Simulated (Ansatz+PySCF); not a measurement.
# doublet OH: levels of theory in one basis

```xyz
2

O     0.0000    0.0000   -0.1248
H     0.0000    0.0000    0.9981
```

Basis set: 6-31G (spherical functions). Left uncorrelated: 1 orbital. Correlation on ROHF uses semicanonical orbitals with singles. Charge 0, multiplicity 2.

Computed with Ansatz (development build ahead of 0.2.0); each method stands on the lowest determinant of its kind that the runs found.

```tsv
method	E − E(ROHF) (eV)	<S²> of the determinant
ROHF	0.00	0.75
UHF	-0.05	0.76
ROHF-MP2	-2.60	–
UHF-MP2	-2.61	0.76
ROHF-CCSD	-2.92	–
ROHF-CCSD(T)	-2.95	–
full CI (lowest root of this spin)	-2.96	–
```

Question: Is a single determinant a sound starting point here?

Answer: By this sign, yes. Unrestricted orbitals gain 0.05 eV and <S²> is 0.76 against 0.75 for a pure state.
